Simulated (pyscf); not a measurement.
6 gas-phase steps of one pattern: four-centre exchange on the singlet surface, C–H + Cl–Ge or C–H + Cl–Si or C–H + Cl–Sn or C–H + F–Sn broken and C–Ge + Cl–H or C–Si + Cl–H or C–Sn + Cl–H or C–Sn + F–H formed. PySCF, gas phase, ωB97X-D3(BJ)/def2-SVP geometries. MP2 and CC: frozen core, UHF for open shells. ΔMP2 is the change of the MP2 total energy from the triple- to the quadruple-zeta basis. Electronic energies in kcal/mol, from the separated reactants; ΔE‡ and ΔE at CCSD(T)/def2-TZVPP + ΔMP2(QZVPP). Rows were drawn at random from the steps of this pattern with a verified saddle, stable references and no exit in the data more than 5 kcal/mol lower.

```json
[
 {"row": "1", "step": "CH₄ + F–SnH₃ -> H₃C–SnH₃ + HF", "ΔE": "+16.9", "ΔE‡": "47.3"},
 {"row": "2", "step": "CH₄ + Cl–GeH₃ -> H₃C–GeH₃ + HCl", "ΔE": "+20.4", "ΔE‡": "?"},
 {"row": "3", "step": "CH₄ + Cl–SiH₂–Cl → H₃C–SiH₂–Cl + HCl", "ΔE": "+22.4", "ΔE‡": "62.3"},
 {"row": "4", "step": "CH₄ + H₃Si–Cl -> H₃C–SiH₃ + HCl", "ΔE": "+23.4", "ΔE‡": "65.5"},
 {"row": "5", "step": "CH₄ + Cl–SnH₃ -> H₃C–SnH₃ + HCl", "ΔE": "+26.2", "ΔE‡": "57.0"},
 {"row": "6", "step": "CH₄ + Cl–Si:–Cl [singlet] → H₃C–Si:–Cl [singlet] + HCl", "ΔE": "+33.3", "ΔE‡": "45.8"}
]
```

### Question
From a straight line through the complete rows, estimate the missing barrier and say how far the line can be trusted.

### Answer
Over the 5 complete rows the means are +24.4 (ΔE) and 55.6 (ΔE‡); least squares gives b = -0.32 and a = 63.4 kcal/mol, with residuals of 7.7 kcal/mol (root mean square; largest 10.7, row 1). For row 2: 63.4 + -0.32 × (+20.4) = 56.9 kcal/mol. The computed barrier is 63.4 kcal/mol, 6.5 over the line. The scatter is large against the spread of the barriers, so the line says little here. Each barrier is that of the saddle found. The CCSD(T) − MP2 part came from Ansatz, without density fitting, on the same reference. The frozen core leaves the outer d or s,p core shells of the metals and heavy elements correlated in the MP2 and CC values, and def2-TZVPP describes them poorly, which can shift differences by a few kcal/mol. Elements up to Kr have no core potential and no relativistic terms here. Elements past Kr carry the def2 core potentials, without spin-orbit coupling.
